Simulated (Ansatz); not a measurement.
# C2H4B: the cost of one run

The runs use Ansatz 0.2.0, Gaussian basis; CAM-B3LYP-D4/def2-SVP.

## (1) The starting structure

SMILES `[CH-]=BC`, 7 atoms, charge -1, spin multiplicity 1.

Atoms are counted from 1 here; the program's logs count them from 0.

Bond lengths: C1–B2 1.312 Å, C1–H4 1.081 Å, B2–C3 1.601 Å, C3–H5 1.103 Å, C3–H6 1.103 Å, C3–H7 1.103 Å. Angles: B2–C1–H4 179.9°, C1–B2–C3 180.0°, B2–C3–H5 112.8°, B2–C3–H6 112.8°, B2–C3–H7 112.8°, H5–C3–H6 105.9°, H5–C3–H7 105.9°, H6–C3–H7 105.9°.

Coordinates:

```xyz
7
charge -1, multiplicity 1
C    -1.5377   -1.0473   -0.2772
B    -0.4648   -0.3170   -0.0836
C     0.8435    0.5748    0.1521
H    -2.4205   -1.6502   -0.4364
H     1.0652    1.2419   -0.6976
H     0.7622    1.2286    1.0365
H     1.7522   -0.0307    0.3062
```

## (2) The run

File md/in.yaml:

```yaml
crystal:
  periodic: [false, false, false]
  atoms:
    - {symbol: C, position_ang: [-1.537750, -1.047340, -0.277190]}
    - {symbol: B, position_ang: [-0.464840, -0.317020, -0.083610]}
    - {symbol: C, position_ang: [0.843450, 0.574800, 0.152070]}
    - {symbol: H, position_ang: [-2.420470, -1.650250, -0.436360]}
    - {symbol: H, position_ang: [1.065150, 1.241920, -0.697590]}
    - {symbol: H, position_ang: [0.762250, 1.228580, 1.036480]}
    - {symbol: H, position_ang: [1.752210, -0.030690, 0.306200]}
basis:
  gaussian: {orbitals: def2-SVP}
total_charge: -1
hamiltonian: {xc: {name: CAM-B3LYP}, dispersion: d4}
md: {n_steps: 40, timestep: 1.0, temperature: 1500, ensemble: nve, seed: 74, initial_velocities: maxwell_boltzmann}
```

Run with:

```bash
$ ansatz run in.yaml --threads 2 --pin off --events-out ev --progress --plain --max-ram 3481MiB
```

What time and memory should one allow on 2 threads of Intel Xeon 6975P-C, shared host?

About 20 s, with a peak of 0.13 GiB.
